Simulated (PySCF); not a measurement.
# BH6OP: the cost of one run

The runs use PySCF 2.14.0, with density-fitted response routines of our own; the level of theory stands in each step. All values are computed, except where a source is named. Atoms are numbered from 0 throughout.

### Step 1. The starting structure

9 atoms, charge 0, multiplicity 1; geometry from: GFN2-xTB. The atoms were then displaced at random by about 0.01 Å, so the start is not that level's minimum.

Bonds of the start (Å): O0–B1 1.34, O0–H3 0.97, B1–H4 1.18, B1–H5 1.18, P2–H6 1.37, P2–H7 1.37, P2–H8 1.41.

### Step 2. Geometry optimisation at PBE0-D3(BJ)/def2-SVP

The job: settings as JSON, then the geometry in Å.

```
{"job": {"xc": "PBE0", "basis": "def2-SVP", "d3": "d3bj", "grid": 1, "shake": 0.01, "kind": "geom"}, "charge": 0, "multiplicity": 1}
O     -0.759120     0.129840     0.470400
B     -1.790600    -0.528000    -0.071710
P      1.744290     0.495000     0.348000
H     -0.909000     0.653870     1.267330
H     -1.545760    -1.126340    -1.059270
H     -2.867000    -0.521680     0.405120
H      1.399420     1.080520    -0.840610
H      1.671590    -0.775590    -0.167560
H      3.113990     0.575230     0.041810
```

Run with:

```console
> OMP_NUM_THREADS=1 python probes_run.py task.json out
```

This one command runs all jobs of the session in turn.

Q: Estimate the wall time and peak memory of this first job on 1 thread of Arm Neoverse V1, shared host.

About 47 s, with a peak of 0.32 GiB.
